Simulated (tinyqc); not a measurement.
RKS/BP86 in the sto-3g basis, for H2O, spin multiplicity 1, step by step (part 1 of 2). Computed by tinyqc, a small Python program that keeps every step (integrals from PySCF). Settings: charge = 0, multiplicity = 1, basis = sto-3g, energy threshold = 1e-09, iteration cap = 51, orthogonalisation = symmetric, start = core, DIIS depth = 0, method = RKS, functional = b88,p86, grid = [30, 14]. Command: `OMP_NUM_THREADS=1 python tinyqc.py 23536 23537 out.jsonl` (the two numbers bound the seeds that draw the settings). One thread of a shared host (Intel(R) Xeon(R) Processor @ 2.60GHz), about 0.7 s of CPU time with the checks. Later iterations appear only in the table of the cycle.

## One-electron integrals

Geometry (angstrom):
```
atom         x          y         z
O     0.000000   0.000000  0.000000
H     0.000000   0.979000  0.857000
H     0.000000  -0.979000  0.857000
```

Basis sto-3g: exponents (1/bohr^2) and contraction coefficients of normalised primitives:
```
element  l (shell)    exponent  coefficient
O            s (1)  130.709320     0.154329
O            s (1)   23.808861     0.535328
O            s (1)    6.443608     0.444635
O            s (2)    5.033151    -0.099967
O            s (2)    1.169596     0.399513
O            s (2)    0.380389     0.700115
O            p (3)    5.033151     0.155916
O            p (3)    1.169596     0.607684
O            p (3)    0.380389     0.391957
H            s (1)    3.425251     0.154329
H            s (1)    0.623914     0.535328
H            s (1)    0.168855     0.444635
```

Overlap, kinetic and nuclear-attraction integrals over the contracted functions; the nuclear repulsion is the sum of Za Zb / Rab.

nuclear repulsion = 6.77765281 hartree

overlap S:
```
           1O 1s     1O 2s    1O 2px     1O 2py    1O 2pz     2H 1s      3H 1s
1O 1s   1.000000  0.236704  0.000000   0.000000  0.000000  0.023992   0.023992
1O 2s   0.236704  1.000000  0.000000   0.000000  0.000000  0.280483   0.280483
1O 2px  0.000000  0.000000  1.000000   0.000000  0.000000  0.000000   0.000000
1O 2py  0.000000  0.000000  0.000000   1.000000  0.000000  0.199050  -0.199050
1O 2pz  0.000000  0.000000  0.000000   0.000000  1.000000  0.174245   0.174245
2H 1s   0.023992  0.280483  0.000000   0.199050  0.174245  1.000000   0.127674
3H 1s   0.023992  0.280483  0.000000  -0.199050  0.174245  0.127674   1.000000
```

kinetic energy T (hartree):
```
            1O 1s      1O 2s    1O 2px     1O 2py    1O 2pz      2H 1s      3H 1s
1O 1s   29.003200  -0.168011  0.000000   0.000000  0.000000  -0.007693  -0.007693
1O 2s   -0.168011   0.808128  0.000000   0.000000  0.000000   0.019095   0.019095
1O 2px   0.000000   0.000000  2.528731   0.000000  0.000000   0.000000   0.000000
1O 2py   0.000000   0.000000  0.000000   2.528731  0.000000   0.068398  -0.068398
1O 2pz   0.000000   0.000000  0.000000   0.000000  2.528731   0.059874   0.059874
2H 1s   -0.007693   0.019095  0.000000   0.068398  0.059874   0.760032  -0.009549
3H 1s   -0.007693   0.019095  0.000000  -0.068398  0.059874  -0.009549   0.760032
```

nuclear attraction V (hartree):
```
             1O 1s      1O 2s     1O 2px     1O 2py     1O 2pz      2H 1s      3H 1s
1O 1s   -61.431878  -7.375620   0.000000   0.000000  -0.011068  -0.763861  -0.763861
1O 2s    -7.375620  -9.864371   0.000000   0.000000  -0.138399  -2.021591  -2.021591
1O 2px    0.000000   0.000000  -9.752965   0.000000   0.000000   0.000000   0.000000
1O 2py    0.000000   0.000000   0.000000  -9.818468   0.000000  -1.242267   1.242267
1O 2pz   -0.011068  -0.138399   0.000000   0.000000  -9.803160  -1.117702  -1.117702
2H 1s    -0.763861  -2.021591   0.000000  -1.242267  -1.117702  -4.720239  -0.659839
3H 1s    -0.763861  -2.021591   0.000000   1.242267  -1.117702  -0.659839  -4.720239
```

core Hamiltonian H = T + V (hartree):
```
             1O 1s      1O 2s     1O 2px     1O 2py     1O 2pz      2H 1s      3H 1s
1O 1s   -32.428679  -7.543631   0.000000   0.000000  -0.011068  -0.771554  -0.771554
1O 2s    -7.543631  -9.056243   0.000000   0.000000  -0.138399  -2.002496  -2.002496
1O 2px    0.000000   0.000000  -7.224234   0.000000   0.000000   0.000000   0.000000
1O 2py    0.000000   0.000000   0.000000  -7.289737   0.000000  -1.173869   1.173869
1O 2pz   -0.011068  -0.138399   0.000000   0.000000  -7.274429  -1.057828  -1.057828
2H 1s    -0.771554  -2.002496   0.000000  -1.173869  -1.057828  -3.960207  -0.669388
3H 1s    -0.771554  -2.002496   0.000000   1.173869  -1.057828  -0.669388  -3.960207
```

## Two-electron integrals

Functions are numbered as in S; the eight-fold symmetry (ij|kl) = (ji|kl) = (kl|ij) leaves the list below.

Two-electron integrals (ij|kl) in chemists' order, unique and non-zero (hartree):
```
(11|11) 4.785065    (21|11) 0.741380    (21|21) 0.136873    (22|11) 1.118947
(22|21) 0.256633    (22|22) 0.817206    (31|31) 0.024477    (32|31) 0.037809
(32|32) 0.180518    (33|11) 1.115814    (33|21) 0.256684    (33|22) 0.817023
(33|33) 0.880159    (41|41) 0.024477    (42|41) 0.037809    (42|42) 0.180518
(43|43) 0.047444    (44|11) 1.115814    (44|21) 0.256684    (44|22) 0.817023
(44|33) 0.785270    (44|44) 0.880159    (51|51) 0.024477    (52|51) 0.037809
(52|52) 0.180518    (53|53) 0.047444    (54|54) 0.047444    (55|11) 1.115814
(55|21) 0.256684    (55|22) 0.817023    (55|33) 0.785270    (55|44) 0.785270
(55|55) 0.880159    (61|11) 0.075922    (61|21) 0.013916    (61|22) 0.025987
(61|33) 0.025939    (61|41) 0.000459    (61|42) 0.000871    (61|44) 0.026022
(61|51) 0.000402    (61|52) 0.000763    (61|54) 0.000073    (61|55) 0.026003
(61|61) 0.001431    (62|11) 0.215106    (62|21) 0.050089    (62|22) 0.180547
(62|33) 0.177308    (62|41) 0.002800    (62|42) 0.022935    (62|44) 0.182706
(62|51) 0.002451    (62|52) 0.020077    (62|54) 0.004725    (62|55) 0.181445
(62|61) 0.005201    (62|62) 0.052729    (63|31) 0.004854    (63|32) 0.029638
(63|43) 0.004557    (63|53) 0.003989    (63|63) 0.006925    (64|11) 0.126594
(64|21) 0.029825    (64|22) 0.114864    (64|33) 0.109890    (64|41) 0.006287
(64|42) 0.043137    (64|44) 0.122217    (64|51) 0.001255    (64|52) 0.011816
(64|54) 0.006802    (64|55) 0.112352    (64|61) 0.003208    (64|62) 0.040859
(64|64) 0.038259    (65|11) 0.110818    (65|21) 0.026109    (65|22) 0.100550
(65|33) 0.096196    (65|41) 0.001255    (65|42) 0.011816    (65|44) 0.099008
(65|51) 0.005952    (65|52) 0.039982    (65|54) 0.007019    (65|55) 0.106330
(65|61) 0.002808    (65|62) 0.035768    (65|64) 0.027430    (65|65) 0.030936
(66|11) 0.402792    (66|21) 0.095253    (66|22) 0.395911    (66|33) 0.381873
(66|41) 0.005910    (66|42) 0.068886    (66|44) 0.405480    (66|51) 0.005174
(66|52) 0.060302    (66|54) 0.020665    (66|55) 0.399963    (66|61) 0.009930
(66|62) 0.156807    (66|64) 0.139049    (66|65) 0.121721    (66|66) 0.774606
(71|11) 0.075922    (71|21) 0.013916    (71|22) 0.025987    (71|33) 0.025939
(71|41) -0.000459   (71|42) -0.000871   (71|44) 0.026022    (71|51) 0.000402
(71|52) 0.000763    (71|54) -0.000073   (71|55) 0.026003    (71|61) 0.001413
(71|62) 0.005056    (71|64) 0.002897    (71|65) 0.002734    (71|66) 0.009614
(71|71) 0.001431    (72|11) 0.215106    (72|21) 0.050089    (72|22) 0.180547
(72|33) 0.177308    (72|41) -0.002800   (72|42) -0.022935   (72|44) 0.182706
(72|51) 0.002451    (72|52) 0.020077    (72|54) -0.004725   (72|55) 0.181445
(72|61) 0.005056    (72|62) 0.041570    (72|64) 0.022571    (72|65) 0.027398
(72|66) 0.098760    (72|71) 0.005201    (72|72) 0.052729    (73|31) 0.004854
(73|32) 0.029638    (73|43) -0.004557   (73|53) 0.003989    (73|63) 0.005253
(73|73) 0.006925    (74|11) -0.126594   (74|21) -0.029825   (74|22) -0.114864
(74|33) -0.109890   (74|41) 0.006287    (74|42) 0.043137    (74|44) -0.122217
(74|51) -0.001255   (74|52) -0.011816   (74|54) 0.006802    (74|55) -0.112352
(74|61) -0.002897   (74|62) -0.022571   (74|64) -0.007385   (74|65) -0.014635
(74|66) -0.050469   (74|71) -0.003208   (74|72) -0.040859   (74|74) 0.038259
(75|11) 0.110818    (75|21) 0.026109    (75|22) 0.100550    (75|33) 0.096196
(75|41) -0.001255   (75|42) -0.011816   (75|44) 0.099008    (75|51) 0.005952
(75|52) 0.039982    (75|54) -0.007019   (75|55) 0.106330    (75|61) 0.002734
(75|62) 0.027398    (75|64) 0.014635    (75|65) 0.023050    (75|66) 0.070685
(75|71) 0.002808    (75|72) 0.035768    (75|74) -0.027430   (75|75) 0.030936
(76|11) 0.064614    (76|21) 0.015212    (76|22) 0.060497    (76|33) 0.058974
(76|44) 0.059988    (76|51) 0.001094    (76|52) 0.011140    (76|55) 0.062463
(76|61) 0.001566    (76|62) 0.018222    (76|64) 0.012392    (76|65) 0.013945
(76|66) 0.060469    (76|71) 0.001566    (76|72) 0.018222    (76|74) -0.012392
(76|75) 0.013945    (76|76) 0.008463    (77|11) 0.402792    (77|21) 0.095253
(77|22) 0.395911    (77|33) 0.381873    (77|41) -0.005910   (77|42) -0.068886
(77|44) 0.405480    (77|51) 0.005174    (77|52) 0.060302    (77|54) -0.020665
(77|55) 0.399963    (77|61) 0.009614    (77|62) 0.098760    (77|64) 0.050469
(77|65) 0.070685    (77|66) 0.269198    (77|71) 0.009930    (77|72) 0.156807
(77|74) -0.139049   (77|75) 0.121721    (77|76) 0.060469    (77|77) 0.774606
```

## Orthogonalisation

S = U s U^T; symmetric (Loewdin) form X = U s^(-1/2) U^T, so that X^T S X = 1.

eigenvalues of S: 0.549763  0.647517  0.884222  1.000000  1.112251  1.224809  1.581437

X:
```
            1O 1s      1O 2s    1O 2px     1O 2py     1O 2pz      2H 1s      3H 1s
1O 1s    1.022926  -0.130340  0.000000   0.000000  -0.004615   0.014503   0.014503
1O 2s   -0.130340   1.087666  0.000000   0.000000   0.039823  -0.149808  -0.149808
1O 2px   0.000000   0.000000  1.000000   0.000000   0.000000   0.000000   0.000000
1O 2py   0.000000   0.000000  0.000000   1.035648   0.000000  -0.116937   0.116937
1O 2pz  -0.004615   0.039823  0.000000   0.000000   1.024122  -0.091119  -0.091119
2H 1s    0.014503  -0.149808  0.000000  -0.116937  -0.091119   1.065739  -0.044914
3H 1s    0.014503  -0.149808  0.000000   0.116937  -0.091119  -0.044914   1.065739
```

## Starting guess

The start is the orbitals of the core Hamiltonian; D = 2 C_occ C_occ^T.

D at the start:
```
            1O 1s      1O 2s    1O 2px     1O 2py     1O 2pz      2H 1s      3H 1s
1O 1s    2.125027  -0.537285  0.000000   0.000000  -0.023191   0.046335   0.046335
1O 2s   -0.537285   2.306728  0.000000   0.000000   0.127596  -0.194760  -0.194760
1O 2px   0.000000   0.000000  2.000000   0.000000   0.000000   0.000000   0.000000
1O 2py   0.000000   0.000000  0.000000   2.124642   0.000000  -0.196280   0.196280
1O 2pz  -0.023191   0.127596  0.000000   0.000000   2.084167  -0.152799  -0.152799
2H 1s    0.046335  -0.194760  0.000000  -0.196280  -0.152799   0.044289   0.008023
3H 1s    0.046335  -0.194760  0.000000   0.196280  -0.152799   0.008023   0.044289
```

## Iteration 1: exchange-correlation on the grid

Becke grid with 30 radial and 14 angular points per atom, points of zero weight dropped. rho = sum D_ij phi_i phi_j; V_xc,ij = sum w v_xc phi_i phi_j plus the gradient terms; v_xc is d(rho eps)/d rho at fixed gradient.

The 16 grid points with the largest w rho, of 1250 (bohr, atomic units):
```
x                  y          z         w       rho  |grad rho|^2     eps_xc       v_xc
0.575386    0.575386  -0.575386  0.187376  0.566465      1.747015  -0.689810  -0.870710
-0.575386  -0.575386  -0.575386  0.187376  0.566465      1.747015  -0.689810  -0.870710
-0.575386   0.575386  -0.575386  0.187376  0.566465      1.747015  -0.689810  -0.870710
0.575386   -0.575386  -0.575386  0.187376  0.566465      1.747015  -0.689810  -0.870710
-0.575386  -0.575386   0.575386  0.182607  0.577029      1.946429  -0.694656  -0.874672
0.575386    0.575386   0.575386  0.182607  0.577029      1.946429  -0.694656  -0.874672
0.575386   -0.575386   0.575386  0.182607  0.577029      1.946429  -0.694656  -0.874672
-0.575386   0.575386   0.575386  0.182607  0.577029      1.946429  -0.694656  -0.874672
0.699448    0.699448  -0.699448  0.318090  0.324604      0.855401  -0.591640  -0.717479
-0.699448  -0.699448  -0.699448  0.318090  0.324604      0.855401  -0.591640  -0.717479
-0.699448   0.699448  -0.699448  0.318090  0.324604      0.855401  -0.591640  -0.717479
0.699448   -0.699448  -0.699448  0.318090  0.324604      0.855401  -0.591640  -0.717479
0.000000    0.000000   0.996599  0.164613  0.587698      2.023000  -0.698524  -0.879880
0.996599    0.000000   0.000000  0.166561  0.566664      1.758213  -0.689960  -0.870709
-0.996599   0.000000   0.000000  0.166561  0.566664      1.758213  -0.689960  -0.870709
0.000000   -0.996599   0.000000  0.163316  0.576914      1.911130  -0.694357  -0.874948
```

electrons on the grid, sum of w rho = 10.024362

E_xc = sum of w rho eps_xc = -10.24044782 hartree

V_xc (hartree):
```
            1O 1s      1O 2s     1O 2px     1O 2py     1O 2pz      2H 1s      3H 1s
1O 1s   -3.125738  -0.434850   0.000000   0.000000  -0.000621  -0.044910  -0.044910
1O 2s   -0.434850  -0.851304   0.000000   0.000000  -0.002873  -0.156748  -0.156748
1O 2px   0.000000   0.000000  -0.847177   0.000000   0.000000   0.000000   0.000000
1O 2py   0.000000   0.000000   0.000000  -0.842442   0.000000  -0.088289   0.088289
1O 2pz  -0.000621  -0.002873   0.000000   0.000000  -0.846855  -0.077902  -0.077902
2H 1s   -0.044910  -0.156748   0.000000  -0.088289  -0.077902  -0.178413  -0.037651
3H 1s   -0.044910  -0.156748   0.000000   0.088289  -0.077902  -0.037651  -0.178413
```

## Iteration 1: building the Kohn-Sham matrix

J_ij = sum D_kl (ij|kl); F = H + J + V_xc; E = tr D H + tr D J / 2 + E_xc + E_nn.

Coulomb J (hartree):
```
            1O 1s     1O 2s    1O 2px     1O 2py    1O 2pz     2H 1s      3H 1s
1O 1s   18.596797  3.546924  0.000000   0.000000  0.002531  0.360931   0.360931
1O 2s    3.546924  8.808397  0.000000   0.000000  0.000620  1.877356   1.877356
1O 2px   0.000000  0.000000  8.801707   0.000000  0.000000  0.000000   0.000000
1O 2py   0.000000  0.000000  0.000000   8.800055  0.000000  1.172169  -1.172169
1O 2pz   0.002531  0.000620  0.000000   0.000000  8.800015  1.025305   1.025305
2H 1s    0.360931  1.877356  0.000000   1.172169  1.025305  3.957094   0.612222
3H 1s    0.360931  1.877356  0.000000  -1.172169  1.025305  0.612222   3.957094
```

Kohn-Sham matrix F (hartree):
```
             1O 1s      1O 2s    1O 2px     1O 2py     1O 2pz      2H 1s      3H 1s
1O 1s   -16.957619  -4.431557  0.000000   0.000000  -0.009158  -0.455534  -0.455534
1O 2s    -4.431557  -1.099150  0.000000   0.000000  -0.140652  -0.281888  -0.281888
1O 2px    0.000000   0.000000  0.730296   0.000000   0.000000   0.000000   0.000000
1O 2py    0.000000   0.000000  0.000000   0.667876   0.000000  -0.089990   0.089990
1O 2pz   -0.009158  -0.140652  0.000000   0.000000   0.678731  -0.110425  -0.110425
2H 1s    -0.455534  -0.281888  0.000000  -0.089990  -0.110425  -0.181526  -0.094818
3H 1s    -0.455534  -0.281888  0.000000   0.089990  -0.110425  -0.094818  -0.181526
```

total energy of this density = -73.62520210 hartree

## Iteration 1: diagonalisation and new density

Diagonalise F' = X^T F X, C = X C', fill 5 alpha and 5 beta electrons from the bottom; D = 2 C_occ C_occ^T. Each column has its largest component positive (the first on a tie).

F' = X^T F X (hartree):
```
            1          2         3          4          5          6          7
1  -16.606107  -2.465797  0.000000   0.000000  -0.016119  -0.026604  -0.026604
2   -2.465797  -0.204540  0.000000   0.000000  -0.065625  -0.161372  -0.161372
3    0.000000   0.000000  0.730296   0.000000   0.000000   0.000000   0.000000
4    0.000000   0.000000  0.000000   0.757564   0.000000  -0.175594   0.175594
5   -0.016119  -0.065625  0.000000   0.000000   0.739963  -0.146696  -0.146696
6   -0.026604  -0.161372  0.000000  -0.175594  -0.146696  -0.078845  -0.036902
7   -0.026604  -0.161372  0.000000   0.175594  -0.146696  -0.036902  -0.078845
```

orbital energies (hartree): MO1 -16.969126, MO2 -0.281965, MO3 -0.112795, MO4 0.276810, MO5 0.730296, MO6 0.787850, MO7 0.828415

coefficients C:
```
              MO1        MO2        MO3        MO4       MO5        MO6        MO7
1O 1s    0.993123  -0.115292   0.000000  -0.253393  0.000000  -0.003872   0.000000
1O 2s    0.028560   0.330104   0.000000   1.064297  0.000000   0.062954   0.000000
1O 2px   0.000000   0.000000   0.000000   0.000000  1.000000   0.000000   0.000000
1O 2py   0.000000   0.000000   0.125120   0.000000  0.000000   0.000000   1.041278
1O 2pz   0.002216   0.115567   0.000000   0.008615  0.000000   1.026451   0.000000
2H 1s   -0.004566   0.535543   0.723129  -0.453529  0.000000  -0.243888  -0.327924
3H 1s   -0.004566   0.535543  -0.723129  -0.453529  0.000000  -0.243888   0.327924
```

D after iteration 1:
```
            1O 1s      1O 2s    1O 2px     1O 2py     1O 2pz      2H 1s      3H 1s
1O 1s    2.127588  -0.558761  0.000000   0.000000  -0.026613   0.097286   0.097286
1O 2s   -0.558761   2.485026  0.000000   0.000000   0.094764  -0.612070  -0.612070
1O 2px   0.000000   0.000000  2.000000   0.000000   0.000000   0.000000   0.000000
1O 2py   0.000000   0.000000  0.000000   0.031310   0.000000   0.180956  -0.180956
1O 2pz  -0.026613   0.094764  0.000000   0.000000   0.026870   0.115948   0.115948
2H 1s    0.097286  -0.612070  0.000000   0.180956   0.115948   2.030864  -0.060800
3H 1s    0.097286  -0.612070  0.000000  -0.180956   0.115948  -0.060800   2.030864
```

## Iteration 2: exchange-correlation on the grid

As before.

The 16 grid points with the largest w rho, of 1250 (bohr, atomic units):
```
x                  y         z         w       rho  |grad rho|^2     eps_xc       v_xc
0.996599    0.000000  0.000000  0.166561  0.569591      1.792621  -0.691156  -0.872010
-0.996599   0.000000  0.000000  0.166561  0.569591      1.792621  -0.691156  -0.872010
1.211479    0.000000  0.000000  0.282776  0.325187      0.868056  -0.592201  -0.717619
-1.211479   0.000000  0.000000  0.282776  0.325187      0.868056  -0.592201  -0.717619
0.810183    0.000000  0.000000  0.095166  0.848476      2.675223  -0.775879  -0.998445
-0.810183   0.000000  0.000000  0.095166  0.848476      2.675223  -0.775879  -0.998445
-1.457732   0.000000  0.000000  0.467852  0.151202      0.250386  -0.485104  -0.548649
1.457732    0.000000  0.000000  0.467852  0.151202      0.250386  -0.485104  -0.548649
0.649655    0.000000  0.000000  0.052463  1.120405      2.947603  -0.842704  -1.096220
-0.649655   0.000000  0.000000  0.052463  1.120405      2.947603  -0.842704  -1.096220
-0.575386   0.575386  0.575386  0.182607  0.320210      0.668711  -0.584825  -0.719412
0.575386   -0.575386  0.575386  0.182607  0.320210      0.668711  -0.584825  -0.719412
-0.575386  -0.575386  0.575386  0.182607  0.320210      0.668711  -0.584825  -0.719412
0.575386    0.575386  0.575386  0.182607  0.320210      0.668711  -0.584825  -0.719412
-0.699448   0.699448  0.699448  0.290210  0.188745      0.251279  -0.503480  -0.603262
0.699448   -0.699448  0.699448  0.290210  0.188745      0.251279  -0.503480  -0.603262
```

electrons on the grid, sum of w rho = 10.052178

E_xc = sum of w rho eps_xc = -8.92012878 hartree

V_xc (hartree):
```
            1O 1s      1O 2s     1O 2px     1O 2py     1O 2pz      2H 1s      3H 1s
1O 1s   -3.094555  -0.404109   0.000000   0.000000  -0.001586  -0.041817  -0.041817
1O 2s   -0.404109  -0.704591   0.000000   0.000000  -0.025088  -0.160587  -0.160587
1O 2px   0.000000   0.000000  -0.774510   0.000000   0.000000   0.000000   0.000000
1O 2py   0.000000   0.000000   0.000000  -0.661601   0.000000  -0.107470   0.107470
1O 2pz  -0.001586  -0.025088   0.000000   0.000000  -0.657006  -0.099331  -0.099331
2H 1s   -0.041817  -0.160587   0.000000  -0.107470  -0.099331  -0.540010  -0.057186
3H 1s   -0.041817  -0.160587   0.000000   0.107470  -0.099331  -0.057186  -0.540010
```
